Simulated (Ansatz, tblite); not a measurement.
# (HMg-mu-NH2)2 (Mg₂N₂H₆): one state, many levels

How do method and basis change the picture of (HMg-mu-NH2)2 (Mg₂N₂H₆) (singlet)?

Computed with Ansatz 0.2.0, Gaussian basis. Level: as each input shows.

Plan: GFN1-xTB, GFN2-xTB, PBE-D4/def2-TZVP, r2SCAN-D4/def2-TZVP, HF/def2-TZVP, ωB97X-V/def2-TZVP, B97M-V/def2-TZVP, HSE06-D4/def2-TZVP, BHLYP-D4/def2-TZVP, LDA/def2-TZVP, PBE-QIDH/def2-TZVP, PBE-D4/def2-SVP, PBE0-D4/def2-SVP, HF/STO-3G, HF/6-31G, B3LYP-D4/6-31G, CCSD(T)/def2-TZVPP, MP2/def2-TZVP, RPA/def2-TZVP.

### 1 The relaxed structure

The geometry is that of the singlet, from an earlier relaxation (PBE0-D4/def2-SVP).

10 atoms, charge 0, spin multiplicity 1.

Bond lengths: Mg1–H2 1.716 Å, Mg1–N3 2.088 Å, Mg1–N6 2.088 Å, N3–Mg4 2.088 Å, N3–H7 1.024 Å, N3–H8 1.024 Å, Mg4–H5 1.716 Å, Mg4–N6 2.088 Å, N6–H9 1.024 Å, N6–H10 1.024 Å. Angles: H2–Mg1–N3 135.6°, H2–Mg1–N6 135.6°, N3–Mg1–N6 88.7°, Mg1–N3–Mg4 91.3°, Mg1–N3–H7 115.9°, Mg1–N3–H8 116.1°, Mg4–N3–H7 115.9°, Mg4–N3–H8 116.1°, H7–N3–H8 102.3°, N3–Mg4–H5 135.6°, N3–Mg4–N6 88.7°, H5–Mg4–N6 135.6°, Mg1–N6–Mg4 91.3°, Mg1–N6–H9 115.9°, Mg1–N6–H10 116.1°, Mg4–N6–H9 115.9°, Mg4–N6–H10 116.1°, H9–N6–H10 102.3°.

PBE0-D4/def2-TZVP was run before; its log isn't repeated, and its numbers join the tables.

### 2 GFN1-xTB

Tight binding, by tblite at 300 K electronic temperature and without a spin-polarisation term:

```python
tblite.interface.Calculator('GFN1-xTB', numbers, positions, charge=0, uhf=0).singlepoint()
```

Energy -300.4662 eV, HOMO -10.19 eV, LUMO -5.94 eV; 0.011 s.

### 3 GFN2-xTB

Tight binding, by tblite at 300 K electronic temperature and without a spin-polarisation term:

```python
tblite.interface.Calculator('GFN2-xTB', numbers, positions, charge=0, uhf=0).singlepoint()
```

Energy -272.5542 eV, HOMO -9.82 eV, LUMO -6.49 eV; 0.004 s.

### 4 PBE-D4/def2-TZVP

start.molden holds the orbitals of an earlier run on this state, given as this run's starting guess.

in.yaml

```yaml
crystal:
  periodic: [false, false, false]
  atoms:
    - {symbol: Mg, position_ang: [1.431669, 0.327776, 0.266119]}
    - {symbol: H, position_ang: [3.078084, 0.704537, 0.572074]}
    - {symbol: N, position_ang: [-0.365746, 0.535943, 1.307663]}
    - {symbol: Mg, position_ang: [-1.431293, -0.330481, -0.264894]}
    - {symbol: H, position_ang: [-3.077152, -0.710850, -0.569284]}
    - {symbol: N, position_ang: [0.365675, -0.535524, -1.307837]}
    - {symbol: H, position_ang: [-0.631681, 1.493007, 1.555094]}
    - {symbol: H, position_ang: [-0.422125, 0.054132, 2.208954]}
    - {symbol: H, position_ang: [0.420215, -0.047955, -2.206289]}
    - {symbol: H, position_ang: [0.632343, -1.490584, -1.561600]}
basis:
  gaussian: {orbitals: def2-TZVP, initial_orbitals: start.molden}
hamiltonian: {xc: pbe, dispersion: d4}
scf: {omitted_lower_state_checks: [starts]}
output: {orbitals: {seedname: orbitals}}
```

On the command line:

```sh
$ ansatz run in.yaml --threads 4 --pin off --events-out ev --progress --plain --max-ram 3916MiB
```

The runs that follow: r2SCAN-D4/def2-TZVP; HF/def2-TZVP; ωB97X-V/def2-TZVP; B97M-V/def2-TZVP; HSE06-D4/def2-TZVP; BHLYP-D4/def2-TZVP; LDA/def2-TZVP; PBE-QIDH/def2-TZVP; PBE-D4/def2-SVP; PBE0-D4/def2-SVP; HF/STO-3G; HF/6-31G; B3LYP-D4/6-31G; CCSD(T)/def2-TZVPP; MP2/def2-TZVP; RPA/def2-TZVP.

Before running them: what should the planned runs give, taken together? Wanted: gap in def2-TZVP, named functionals and Hartree-Fock, smallest and largest; correlation energy, CCSD(T)/def2-TZVPP; correlation energy, MP2/def2-TZVP; binding an atom, CCSD(T)/def2-TZVPP; PBE0 total energy, smallest basis above largest.

**Answer**, as computed:

| quantity | value |
| --- | --- |
| gap in def2-TZVP, named functionals and Hartree-Fock, smallest and largest | 4.09 eV (LDA), 11.06 eV (HF) |
| correlation energy, CCSD(T)/def2-TZVPP | -25.40 eV |
| correlation energy, MP2/def2-TZVP | -23.10 eV |
| binding an atom, CCSD(T)/def2-TZVPP | 2.798 eV |
| PBE0 total energy, smallest basis above largest | 7.32 eV (def2-SVP, def2-TZVP) |

Over the named functionals and Hartree-Fock in def2-TZVP the gap runs from 4.09 eV (LDA) to 11.06 eV (HF); exact exchange widens it. A small miss in a minimal or small basis is a cancelling of errors, not accuracy. The functionals in def2-TZVP miss CCSD(T)/def2-TZVPP by +0.002 (BHLYP-D4) to +0.437 eV (LDA) an atom. CCSD(T)/def2-TZVPP isn't at the basis-set limit; small misses against it rank nothing.
